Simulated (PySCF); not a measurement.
## Worked example: correlation energy of AsH2⁺, quintet

Geometry: that of the AsH2⁺, triplet, kept fixed. The singlet lies 8.5 eV lower here.

```json
{"atom": "As", "x (Å)": "0.0000", "y (Å)": "-0.0191", "z (Å)": "0.0000"}
{"atom": "H", "x (Å)": "0.0000", "y (Å)": "0.7098", "z (Å)": "-1.3240"}
{"atom": "H", "x (Å)": "0.0000", "y (Å)": "0.7098", "z (Å)": "1.3240"}
```

Basis cc-pVDZ; PySCF 2.14.0. Correlated methods freeze the noble-gas cores and the filled d shells of p-block atoms, which leaves 6 electrons in 23 orbitals. Prefix R: restricted or restricted open-shell reference. No spin–orbit coupling is included, and no scalar relativity.

Full CI is exact within this basis and frozen core; it isn't the basis-set limit.

RCCSD has a T1 diagnostic of 0.019 and a largest doubles amplitude of 0.09.

| level | total energy (hartree) |
| --- | --- |
| RHF | -2234.680595 |
| RMP2 | -2234.745081 |
| RCCSD | -2234.763807 |
| RCCSD(T) | -2234.765558 |
| RCCSDT | -2234.766038 |
| full CI | -2234.766140 |

Problem. What is the correlation energy at full CI, and what share of it do RMP2 and RCCSD(T) recover?

Solution. E(corr) = -2234.766140 − (-2234.680595) = -0.085545 hartree = -2.328 eV. RMP2: -0.064486 / -0.085545 = 75.38 %. RCCSD(T): -0.084963 / -0.085545 = 99.32 %.

Problem. By how many kcal/mol does RCCSD(T) miss full CI (1 hartree = 627.509 kcal/mol), and which steps make up the rest?

Solution. -2234.765558 − (-2234.766140) = 0.000582 hartree = 0.37 kcal/mol. Steps: RCCSDT − RCCSD(T) = -0.30, full CI − RCCSDT = -0.06 kcal/mol. That is within 1 kcal/mol of the reference in this basis, which itself misses far more of the correlation at the basis-set limit.
